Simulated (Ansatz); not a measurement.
A ladder of methods for CF3 (trifluoromethyl radical)

CF3: 4 atoms, total charge 0, spin state doublet. SMILES: `F[C](F)F`. The shape was relaxed beforehand at PBE0/def2-SVP.

Each level gives the adiabatic electron affinity (to the singlet anion, shapes relaxed at PBE0/def2-SVP, no zero-point term) (eV). The values are calculated.

The electron affinity is E(neutral) − E(anion): positive where the electron is bound.

```
                level                    kind  program  value (eV)
       UHF/def2-TZVPP            Hartree–Fock   Ansatz        0.08
    USVWN5/def2-TZVPP                     LDA   Ansatz        1.42
     UBLYP/def2-TZVPP                     GGA   Ansatz        1.46
      UPBE/def2-TZVPP                     GGA   Ansatz        1.34
  U-r2SCAN/def2-TZVPP                meta-GGA   Ansatz        1.21
  UPBE0-D4/def2-TZVPP           global hybrid   Ansatz        1.22
 U-wB97M-V/def2-TZVPP  range-separated hybrid   Ansatz        1.53
UCAM-B3LYP/def2-TZVPP  range-separated hybrid   Ansatz        1.49
```

Sets without diffuse functions describe the anion poorly, and affinities from them come out too low, at high levels too. The values span 0.08 to 1.53 eV.
